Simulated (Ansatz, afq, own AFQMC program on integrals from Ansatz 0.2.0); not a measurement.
## Atomization energy of CH₃S, doublet

```json
{"atom": "C", "x (Å)": "0.0000", "y (Å)": "0.0496", "z (Å)": "1.1796"}
{"atom": "S", "x (Å)": "0.0000", "y (Å)": "-0.0617", "z (Å)": "-0.5242"}
{"atom": "H", "x (Å)": "0.0000", "y (Å)": "0.9990", "z (Å)": "1.6902"}
{"atom": "H", "x (Å)": "0.0000", "y (Å)": "-0.8792", "z (Å)": "1.7290"}
{"atom": "H", "x (Å)": "0.0000", "y (Å)": "1.2516", "z (Å)": "-0.7998"}
```

Connectivity, by distances: CH2–SH.

Atoms in their ground-state spins without spin–orbit coupling (mostly on UHF) minus the molecule (UHF), without zero-point energy. The geometry is a stationary point, not shown to be a minimum.

Basis cc-pVDZ. Noble-gas cores (and the filled d shells of Ga–Kr and In–Xe) are frozen. Ansatz 0.2.0 and our own AFQMC program on the same integrals; the CISD trial comes from CCSD amplitudes, and released means the phaseless constraint is let go. Free projection: walkers drawn from exp(T), propagated without any constraint. Its projection time is finite, and what remains of the start isn't in its error. Uncertainties: one standard error, sampling alone. The errors of all members are added in quadrature.

No full CI on the walks' own integrals is used here; CCSDT(Q) serves as the reference and is uncertain by about the last step of the cluster series. Each member takes its own surest rung, up to full CI.

The best estimate is CCSD(T) at the basis-set limit (CBS: def2-TZVPP and def2-QZVPP, with their diffuse functions for anions and beside diffuse sets, MP2 extrapolated, CCSD(T) minus MP2 from TZVPP) plus the step from CCSD(T) to CCSDT(Q) in cc-pVDZ. Rows without CBS are in cc-pVDZ; B2PLYP and the wave-function rows carry a basis error of their own. Core correlation and relativity beyond core potentials are missing, and ± holds the sampling alone.

Cautions: other spins of the molecule weren't checked.

```
level  atomization energy (eV)
   HF                   11.334
 CCSD                   14.475
  MP2                   14.616
```

Q: From these cheaper values, estimate the atomization energy at the level of the best estimate.

A: 16.138 eV (best estimate, highest rung CCSDT(Q)).

```tsv
level	atomization energy (eV)	error against the best estimate (eV)
CCSD(T)	14.630	-1.508
CCSDT	14.637	-1.502
CCSDT(Q)	14.647	-1.491
ph-AFQMC/CISD	14.660 ± 0.012	-1.478 ± 0.012
released AFQMC	14.668 ± 0.017	-1.471 ± 0.017
free AFQMC	14.637 ± 0.016	-1.501 ± 0.016
HF/CBS	11.766	-4.372
MP2/CBS	16.148	0.010
CCSD(T)/CBS	16.121	-0.017
```

Correlation beyond CCSD(T) adds 0.017 eV. Going to the basis-set limit adds 1.492 eV at CCSD(T). The perturbative (T) step is worth +0.155 eV.

Best estimates are given only where the step beyond CCSD(T) is under 0.3 eV and no member's determinant is very poor (T1 over 0.05, or 0.07 for open shells, ⟨S²⟩ too high by 0.3, two states mixed), so the hardest cases are missing from such tables.

CCSDT and higher add their correlation energy to the determinant of the CCSD(T) run, since their own runs factorise the integrals more tightly (a shift of under 2 meV). Free projections are given only where their last times agree within the noise and don't stop above the reference; a slow remainder of the start can still hide under it. Each member of a difference takes its own highest rung, so a best estimate needn't equal the limit plus the step of one row. A walk keeps the symmetry of its determinant, which the program's search chose and which needn't be the lowest solution, so a lower state of the same spin and another symmetry isn't excluded. Released energies are given only where the last usable release times agree within the noise; a slower fall can still hide under it.
